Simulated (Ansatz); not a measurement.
**C2H6Al (doublet): from a generated start to a stationary point**

Where does this start of C2H6Al (doublet) end when it is relaxed?

The runs use Ansatz 0.2.0, Gaussian basis; UKS PBE0/def2-SVP.

## (1) Starting geometry

9 atoms, charge 0, spin multiplicity 2.

Atoms are counted from 1 here; the program's logs count them from 0.

Bond lengths: Al1–C2 1.936 Å, Al1–C3 1.981 Å, C2–H4 1.082 Å, C2–H5 1.135 Å, C2–H6 1.142 Å, C3–H7 1.083 Å, C3–H8 1.124 Å, C3–H9 1.087 Å. Angles: C2–Al1–C3 121.6°, Al1–C2–H4 110.5°, Al1–C2–H5 111.1°, Al1–C2–H6 109.6°, H4–C2–H5 110.2°, H4–C2–H6 108.4°, H5–C2–H6 106.9°, Al1–C3–H7 109.4°, Al1–C3–H8 110.2°, Al1–C3–H9 108.8°, H7–C3–H8 107.2°, H7–C3–H9 109.8°, H8–C3–H9 111.3°.

The start is a generated structure. Sticks and bond lists go by distance. 

## (2) The run

Contents of in.yaml:

```yaml
crystal:
  periodic: [false, false, false]
  atoms:
    - {symbol: Al, position_ang: [0.585300, 0.632300, -0.109700]}
    - {symbol: C, position_ang: [1.516100, 2.208500, 0.519600]}
    - {symbol: C, position_ang: [0.706100, 0.037600, -1.995500]}
    - {symbol: H, position_ang: [2.123700, 2.630700, -0.270300]}
    - {symbol: H, position_ang: [0.787000, 2.985100, 0.911900]}
    - {symbol: H, position_ang: [2.200800, 1.927500, 1.389200]}
    - {symbol: H, position_ang: [1.051500, -0.988300, -2.028000]}
    - {symbol: H, position_ang: [-0.309400, 0.061900, -2.476300]}
    - {symbol: H, position_ang: [1.408300, 0.680300, -2.521200]}
basis:
  gaussian: {orbitals: def2-SVP}
magnetization: {spin_polarized: true, initial_magnetization: 1}
hamiltonian: {xc: pbe0}
relax: {f_tol: 0.01, max_steps: 150}
```

The run is started by

```bash
$ ansatz run in.yaml --threads 1 --pin off --events-out ev --progress --plain --max-ram 16896MiB --backend cuda --devices 0, --max-vram 18GiB
```

Q: Predict the outcome of this session. Wanted: energy gained; shift from the start; total energy; dipole moment; ⟨S²⟩.

**Answer**, as computed:

| quantity | value |
| --- | --- |
| steps | 23 |
| energy gained | 0.109 eV |
| shift from the start (rms) | 0.468 Å |
| total energy | -8758.3459 eV |
| dipole moment | 0.44 D |
| ⟨S²⟩ | 0.751 |

**Reading.** The bonds of the start are those of the end. C2–H6 went from 1.142 to 1.100 Å. No vibrations were run, so this is a stationary point, not a proven minimum, and this spin need not be the ground state's.
